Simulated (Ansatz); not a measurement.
Basis-set extrapolation for F2O+ (`F[O+]F`) radical (PBE0-D4/def2-TZVP geometry, frozen core, the Gaussian-basis code of Ansatz). Multiplicity 2, UHF reference.

```tsv
	cc-pV(T+d)Z	cc-pV(Q+d)Z
HF	-273.112295	-273.136088
MP2 correlation	-0.709894	-0.769232
CCSD(T) correlation	-0.761981	-0.820068
```

Energies in hartree. Use E(X) = E(∞) + A·exp(−5.46·√X) for Hartree–Fock and E(X) = E(∞) + B·X^(−3.05) for correlation, with X = 3 and 4.

Q: What is the CCSD(T) energy at the basis-set limit?

A: HF limit: -273.136088 + (-0.023793) × 0.30130 = -273.14326. Correlation limit: -0.820068 + (-0.058087) × 0.71189 = -0.86142. Total: -274.00468 hartree, 342.4 kJ/mol below CCSD(T)/cc-pV(T+d)Z.
